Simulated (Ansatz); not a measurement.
Species: C₅H₇ (charge -1, singlet). It need not be the lowest isomer of its formula. Whether it binds its extra electron was not tested at this geometry. 
Structure (B3LYP-D3(BJ)/def2-TZVP (Ansatz, a first-principles code) minimum search):
SMILES: [CH-]1CC12CC2
```xyz
12

C     -0.0278     0.0767     0.0548
C     -0.0889     0.8389     1.3300
C     -0.0125    -0.7153     1.3029
C      0.7572     0.0067    -1.2102
C     -0.7777     0.0133    -1.2269
H      0.9153     1.2321     1.5608
H     -0.9014    -1.2883     1.5827
H      0.9126    -1.2619     1.5182
H      1.2589    -0.9132    -1.5085
H      1.2628     0.9062    -1.5564
H     -1.2731    -0.9106    -1.5196
H     -1.2769     0.9140    -1.5804
```
Charge -1, spin multiplicity 1.

Parts of the frozen-core correlation energy in aug-cc-pVDZ (Ansatz, hartree). Frozen orbitals: 5; correlated occupied orbitals by spin: 14 and 14; virtual: 159 and 159. No spin-orbit coupling. No relativistic terms.

| term | value |
|---|---|
| reference (HF) | -193.25980 |
| MP2 opposite-spin | [?] |
| MP2 same-spin | -0.18414 |
| CCSD correlation | [?] |
| (T) | [?] |
| T1 diagnostic | 0.014 |
| largest doubles amplitude | 0.018 |

Task: Fill in the missing entries.

Result: 
- MP2 opposite-spin, value: -0.55093
- CCSD correlation, value: -0.77844
- (T), value: -0.03272
